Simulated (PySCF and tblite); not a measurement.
Values are calculated unless marked as measured or tabulated.
3-pentanol, C5H12O, numbered as in [CH3:1][CH2:2][CH:3]([OH:4])[CH2:5][CH3:6].

The ensemble was built from 150 distance-geometry starts (ETKDG and KDG, MMFF94s, GFN2-xTB) and rests on GFN2-xTB geometries. Weights use PBE0-D3(BJ)/pcSseg-1 energies plus GFN2-xTB zero-point and thermal terms (modes under about 200 cm⁻¹ blended into free rotors). Symmetry numbers and mirror images are counted. Conformers within 5 kcal/mol (GFN2-xTB free energy) were kept, 10 at most. GIAO shieldings: PBE0/pcSseg-1. Shifts are against TMS (¹H), TMS (¹³C) at the same level; of two unlike H on one atom, a is the less shielded. Programs: PySCF with density fitting and tblite.

Torsions listed: C1–C2–C3–O4, C2–C3–O4–H4, O4–C3–C5–C6. Of a mirror pair one member is shown.

```csv
conformer,shape,symmetry,E(GFN2) kcal/mol,E(DFT) kcal/mol
1,"64°, 179°, -66°",C1 (pair),1.62,0.54
2,"60°, 62°, -60°",Cs,0.00,0.00
3,"61°, 61°, -163°",C1 (pair),0.34,0.73
4,"168°, -56°, -66°",C1 (pair),1.84,1.01
5,"68°, 177°, 60°",C1 (pair),1.95,0.90
```

Not shown: 5 more, 21.9 % in all.

How much do the weights at 298.15 K and the averaged shift of H2b/H5b depend on how the conformers are weighted?


```json
{"weighting": "DFT energy with thermal terms, symmetry and mirror images (full scheme)", "1 (%)": "24", "2 (%)": "21", "3 (%)": "13", "4 (%)": "11", "5 (%)": "9", "δ (ppm)": "1.30", "rms dipole (D)": "1.60"}
{"weighting": "DFT energy with symmetry and mirror images", "1 (%)": "18", "2 (%)": "22", "3 (%)": "13", "4 (%)": "8", "5 (%)": "10", "δ (ppm)": "1.31", "rms dipole (D)": "1.59"}
{"weighting": "bare DFT energy", "1 (%)": "15", "2 (%)": "36", "3 (%)": "11", "4 (%)": "7", "5 (%)": "8", "δ (ppm)": "1.24", "rms dipole (D)": "1.59"}
{"weighting": "GFN2-xTB energy with symmetry and mirror images", "1 (%)": "4", "2 (%)": "30", "3 (%)": "34", "4 (%)": "3", "5 (%)": "2", "δ (ppm)": "1.23", "rms dipole (D)": "1.60"}
{"weighting": "GFN2-xTB free energy", "1 (%)": "6", "2 (%)": "31", "3 (%)": "36", "4 (%)": "4", "5 (%)": "2", "δ (ppm)": "1.21", "rms dipole (D)": "1.60"}
{"weighting": "leading conformer alone", "1 (%)": "100", "2 (%)": "0", "3 (%)": "0", "4 (%)": "0", "5 (%)": "0", "δ (ppm)": "1.44", "rms dipole (D)": "1.63"}
{"weighting": "equal weights", "1 (%)": "10", "2 (%)": "10", "3 (%)": "10", "4 (%)": "10", "5 (%)": "10", "δ (ppm)": "1.44", "rms dipole (D)": "1.61"}
{"weighting": "full scheme, search stopped after three starts", "1 (%)": "49", "2 (%)": "0", "3 (%)": "27", "4 (%)": "24", "5 (%)": "0", "δ (ppm)": "1.35", "rms dipole (D)": "1.62"}
```

The largest departure from the full scheme, 0.13 ppm, comes with: equal weights.

For its torsions the set is small; conformers may be missing.
